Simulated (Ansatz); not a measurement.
# TO phonon frequency at L of rock-salt NaI at several levels of theory

No measured value is used here.

```csv
level (code),value (cm⁻¹),cell (Å³/atom)
LDA (Ansatz),(withheld),30.66
PBE (Ansatz),102,34.80
r²SCAN (Ansatz),112,33.71
```

Fill in the missing entries.


- LDA (Ansatz, a first-principles code), value (cm⁻¹): 125

Each level is taken at its own relaxed cell. Cutoffs differ between the levels. Ansatz's density-functional and Hartree–Fock values are scalar-relativistic unless marked +SOC, with PAW data made under PBE.
